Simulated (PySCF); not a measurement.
# How the method moves the proton affinities of hydroperoxide ion

Structure: `[O-]O` ([HO2]-). Coordinates in Å; atoms count from 1 in this order:
```
O     1.0750   -0.2203   -0.0880
O    -0.2448    0.4477   -0.1605
H    -0.8070   -0.2322    0.2235
```

All levels share the PBE0-D3(BJ)/ma-def2-SVP structures and the PBE0-D3(BJ)/ma-def2-SVP thermal terms; only the single-point energies (PySCF) change. Values are proton affinities (298 K, kJ/mol).

| level | O1 | O2 | abs. error | time |
| --- | --- | --- | --- | --- |
| MP2/jun-cc-pV(T+d)Z | 1570 | 1362 | 3.7 | 4.1 s |
| M06-2X/ma-def2-TZVP | 1572 | 1378 | 1.8 | – |
| CCSD(T)/jun-cc-pV(T+d)Z | 1576 | 1385 | 2.4 | 77 s |
| HF/jun-cc-pV(T+d)Z | 1602 | 1435 | 27.7 | 0.78 s |
| ATcT 1.112 | 1574 | n/a |  |  |

Times are wall times for all single points of a level on 1 thread of Arm Neoverse V1, a shared host; the dash marks the run that also made the structures.

Hartree-Fock leaves out electron correlation, so its proton affinities can be off by tens of kJ/mol.

The widest spread is that of O2: 73 kJ/mol, from 1362 to 1435.
